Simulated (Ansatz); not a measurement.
This Ansatz (an electronic-structure program) input (CCSD(T)/cc-pVQZ) gives -93.64212 Eh with 170 basis functions. A basis named .json is the Basis Set Exchange file of that set (core-valence sets with the plain set on hydrogen).

Ansatz 0.2 input:
```yaml
crystal:
  periodic: [false, false, false]
  atoms:
    - {symbol: C, position_ang: [-0.00000000, -0.00000000, -0.59802389]}
    - {symbol: N, position_ang: [0.00000000, 0.00000000, 0.53145448]}
    - {symbol: H, position_ang: [-0.00000000, -0.00000000, -1.67932452]}
    - {symbol: H, position_ang: [0.00000000, 0.00000000, 1.54728651]}
basis:
  gaussian:
    orbitals: cc-pVQZ
total_charge: 1
magnetization: {spin_polarized: false}
correlation: {method: ccsd_t, frozen_orbitals: {C: 0, H: 0, N: 0}}
```

Change:
```diff
- orbitals: cc-pVQZ
+ orbitals: cc-pCVTZ.json
```

Question: What does the run give now?

Answer: -93.66222 Eh (CCSD(T)/cc-pCVTZ, 114 functions), a change of -20.10 mEh.
